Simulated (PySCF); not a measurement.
Species: CH3BH2, CH5B.
SMILES with atom numbers: `[BH2:1][CH3:2]` (hydrogens: H3, H4 on B1; H5, H6, H7 on C2)

Geometry (PBE0-D3(BJ)/def2-SVP, Å), atoms numbered from 1 in this order:
```xyz
7
CH5B angstrom
B      0.890    0.066   -0.029
C     -0.653   -0.092   -0.093
H      1.607   -0.880    0.216
H      1.406    1.156   -0.149
H     -0.955    0.083    0.964
H     -1.018   -1.098   -0.347
H     -1.178    0.673   -0.684
```

Method: PBE0-D3(BJ)/def2-SVP geometry optimisation, gas phase in PySCF 2.14.0.

Take the most abundant isotopes and a rigid rotor. 

Q: Give the principal moments of inertia and the rotational constants in GHz.

A: Ia = 5.35, Ib = 23.45, Ic = 25.74 u·Å²; 505379 MHz·u·Å²/I gives 94415, 21554 and 19632 MHz, that is A = 94.415, B = 21.554, C = 19.632 GHz.

Q: Classify the top.

A: A near-prolate asymmetric top: κ = (2 × 21554 − 94415 − 19632)/(94415 − 19632) = -0.95.

Q: What does the inertial defect say?

A: Not planar: Δ = Ic − Ia − Ib = -3.06 u·Å². For a rigid frame Δ = −2 Σ m c², so Σ m c² = 1.53 u·Å² lies off the ab plane, practically all of it from hydrogen. The atom farthest from that plane is 1.08 Å away.

Q: Where do the levels up to J = 5 lie, in K?

A: Above 0(0,0), as E/k:
J = 1: 1(0,1) 1.977, 1(1,1) 5.473, 1(1,0) 5.566
J = 2: 2(0,2) 5.928, 2(1,2) 9.334, 2(1,1) 9.611, 2(2,1) 20.101, 2(2,0) 20.103
J = 3: 3(0,3) 11.851, 3(1,3) 15.125, 3(1,2) 15.678, 3(2,2) 26.031, 3(2,1) 26.040, 3(3,1) 43.747, 3(3,0) 43.747
J = 4: 4(0,4) 19.739, 4(1,4) 22.843, 4(1,3) 23.765, 4(2,3) 33.936, 4(2,2) 33.963, 4(3,2) 51.657, 4(3,1) 51.657, 4(4,1) 76.454, 4(4,0) 76.454
J = 5: 5(0,5) 29.586, 5(1,5) 32.488, 5(1,4) 33.871, 5(2,4) 43.815, 5(2,3) 43.878, 5(3,3) 61.546, 5(3,2) 61.546, 5(4,2) 86.341, 5(4,1) 86.341, 5(5,1) 118.223, 5(5,0) 118.223

Q: Predict some low-J microwave lines.

A: The dipole components are |μa| = 0.77 D, |μb| = 0.00 D, |μc| = 0.15 D; the mirror of this Cs structure is the ac plane, so μb vanishes by symmetry and there are no b-type lines. The squared components, which scale the intensities, stand as 1.00 : 0.04 (a : c). Some lines, for components of 0.1 D or more:

| type | branch | J(Ka,Kc) | MHz | lower level (cm⁻¹) |
| --- | --- | --- | --- | --- |
| c | Q | 3(1,3) ← 3(0,3) | 68219 | 8.237 |
| c | Q | 2(1,2) ← 2(0,2) | 70976 | 4.120 |
| a | R | 2(0,2) ← 1(0,1) | 82334 | 1.374 |
| c | R | 1(1,0) ← 0(0,0) | 115969 | 0.000 |
| a | R | 3(0,3) ← 2(0,2) | 123408 | 4.120 |
| c | R | 2(1,1) ← 1(0,1) | 159077 | 1.374 |
| c | R | 3(1,2) ← 2(0,2) | 203160 | 4.120 |
| c | Q | 3(2,2) ← 3(1,2) | 215722 | 10.897 |
| c | R | 3(2,2) ← 2(1,2) | 347906 | 6.488 |
| c | R | 3(3,1) ← 2(2,1) | 492689 | 13.971 |

Q: Estimate the classical rotational partition function at 50 K, 100 K and 298.15 K.

A: Point group Cs, symmetry number σ = 1; q = (√π/σ)·√((kT/h)³/(ABC)), k/h = 20836.6 MHz/K: 298 at 50 K, 843 at 100 K, 4340 at 298.15 K.

No PBE0-D3(BJ)/def2-SVP frequencies stand behind this structure, so it isn't proved a minimum. Constants of a rigid frame at the computed geometry: no zero-point averaging, no centrifugal distortion. A rigid rotor knows nothing of internal rotation, which can split or shift real lines. Quadrupole hyperfine structure (11B) is left out.
